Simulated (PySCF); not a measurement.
Compound: C3H5O (doublet state).
Geometry (GFN2-xTB, Å), atoms numbered from 1 in this order:
```
atom  x, y, z in Å
C1    -1.4988    0.3118    0.0671
C2    -0.1446    0.3975   -0.1154
C3     0.7168   -0.6763   -0.0853
O4     2.0556   -0.5937   -0.2657
H5    -2.1227    1.1842    0.0319
H6    -1.9737   -0.6343    0.2502
H7     0.2896    1.3759   -0.2968
H8     0.3843   -1.6863    0.0875
H9     2.3070    0.3271   -0.4171
```

The hyperfine couplings belong to this conformer and change with its torsions.

Identity: `C=C[CH]O` [radical].

Method: UKS B3LYP, pcH-1 on C H O, non-relativistic, mean-field spin-orbit, GIAO in PySCF. Isolated species at its GFN2-xTB geometry (one conformer only). A GFN2-xTB geometry isn't a minimum of the functional, and hyperfine couplings can be far from their values at a DFT geometry. The SCF solution wasn't tested for stability. ⟨S²⟩ is 0.773 where a pure state has 0.75.

Principal values of hyperfine tensors in MHz (contact and dipolar terms together), for some of the nuclei:

| atom | isotope | A1 | A2 | A3 |
| --- | --- | --- | --- | --- |
| C1 | 13C | 2.42 | 4.18 | 153.59 |
| C3 | 13C | 2.18 | 2.61 | 147.09 |
| C2 | 13C | -70.67 | -36.04 | -30.42 |
| H5 | 1H | -66.85 | -41.82 | -16.77 |
| H6 | 1H | -60.84 | -40.63 | -16.55 |
| O4 | 17O | -65.49 | 8.48 | 10.41 |
| H7 | 1H | 4.84 | 9.11 | 16.13 |
| H9 | 1H | -18.88 | -15.66 | 7.08 |

(1) Split each tensor into its isotropic and traceless parts, and turn a_iso into mT with g = 2.0030.

(2) What spin density at the nucleus of C1 lies behind its contact coupling (g_N = 1.40482)?

(3) H8 (1H, g_N = 5.58569) isn't in the table. Its spin density at the nucleus is -0.008709 bohr⁻³. What is its contact coupling?

(4) In a single crystal, with the field along each principal axis of the tensor of C2 in turn, what first-order splitting does this nucleus give (isotropic g, quadrupole terms neglected)?

Results:

(1) a_iso = (A1 + A2 + A3)/3, Ti = Ai − a_iso; 1 mT corresponds to 28.035 MHz.

```json
{"atom": "C1", "a_iso (MHz)": "53.40", "a_iso (mT)": "1.905", "T1": "-50.98", "T2": "-49.21", "T3": "100.19"}
{"atom": "C3", "a_iso (MHz)": "50.63", "a_iso (mT)": "1.806", "T1": "-48.44", "T2": "-48.02", "T3": "96.46"}
{"atom": "C2", "a_iso (MHz)": "-45.71", "a_iso (mT)": "-1.631", "T1": "-24.96", "T2": "9.67", "T3": "15.29"}
{"atom": "H5", "a_iso (MHz)": "-41.81", "a_iso (mT)": "-1.491", "T1": "-25.04", "T2": "-0.01", "T3": "25.04"}
{"atom": "H6", "a_iso (MHz)": "-39.34", "a_iso (mT)": "-1.403", "T1": "-21.50", "T2": "-1.29", "T3": "22.79"}
{"atom": "O4", "a_iso (MHz)": "-15.53", "a_iso (mT)": "-0.554", "T1": "-49.96", "T2": "24.01", "T3": "25.94"}
{"atom": "H7", "a_iso (MHz)": "10.02", "a_iso (mT)": "0.358", "T1": "-5.19", "T2": "-0.92", "T3": "6.10"}
{"atom": "H9", "a_iso (MHz)": "-9.15", "a_iso (mT)": "-0.326", "T1": "-9.73", "T2": "-6.51", "T3": "16.24"}
```

(2) a_FC = (2μ0/3) gₑ μB g_N μN ρ(0)/(2S·h) = 800.24 MHz × g_N × ρ(0)/(2S), with ρ in bohr⁻³. With a_FC = 53.40 MHz and 2S = 1, ρ(0) = 0.0475 bohr⁻³.

(3) By the same relation, a_FC = -38.9 MHz. Its full tensor has the principal values -58.85, -41.39, -16.55 MHz.

(4) 2 lines (I = 1/2), spaced by |A_i|/(g × 13.996): 2.52, 1.29, 1.09 mT along the axes of A1, A2 and A3.

The run took 9.0 s (with the writing of density and orbital grids) on one thread of an Arm Neoverse V2 (shared host), and the process peaked at 0.51 GiB of memory.

The SMILES draws the unpaired electron on C3; the largest computed Mulliken spin population is on C1 (0.66 against 0.55).
